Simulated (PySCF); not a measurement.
Exercise with solution: entropy of an ideal gas

C₃H₇, SMILES C[CH]C, multiplicity 2.

The structure is a stationary point at PBE0-D3(BJ)/def2-TZVP. The isomer is the one that the SMILES or the coordinates give; other isomers of the formula were not compared.

PBE0-D3(BJ)/def2-TZVP (PySCF) gives the harmonic wavenumbers 113, 120, 351, 393, 904, 934, 940, 1023, 1164, 1179, 1361, 1402, 1411, 1459, 1469, 1470, 1483, 2968, 2972, 3045, 3045, 3118, 3120, 3193 cm⁻¹ and the rotational temperatures 1.8000, 0.4052, 0.3616 K. The molar mass is 43.09 g/mol, the symmetry number 1, the spin multiplicity 2.

Question: Work out the entropy at 298.15 K and 1 atm in the rigid-rotor, harmonic-oscillator model.

Answer: 
Translation (Sackur–Tetrode at 1 atm): S = R[1.5 ln M + 2.5 ln T − 1.16487] = 155.7 J/(mol K).
Rotation: q = (√π/σ) T^1.5/√(θA θB θC) = 17800, S = R[ln q + 3/2] = 93.8 J/(mol K).
Vibration: with u = 1.4388 ν/T, each mode gives R[u/(e^u − 1) − ln(1 − e^−u)]:
```
ν (cm⁻¹)  modes     u  S (J/(mol K))
--------  -----  ----  -------------
113           1  0.55          13.46
120           1  0.58          12.97
351           1  1.69           4.86
393           1  1.90           4.14
904           1  4.36           0.58
934           1  4.51           0.51
940           1  4.54           0.50
1023          1  4.94           0.36
1164          1  5.62           0.20
1179          1  5.69           0.19
1361          1  6.57           0.09
1402          1  6.77           0.07
1411          1  6.81           0.07
1459          1  7.04           0.06
1469          1  7.09           0.06
1470          1  7.09           0.06
1483          1  7.16           0.05
```
The stiffer modes add less than 0.005 each. Sum 38.2 J/(mol K).
Spin: R ln 2 = 5.8 J/(mol K).
Total 293.5 J/(mol K); the program's own thermochemistry gives 293.5. Translation makes up 53 % and vibration 13 %. Anharmonicity, hindered rotation and orbital degeneracy are left out.
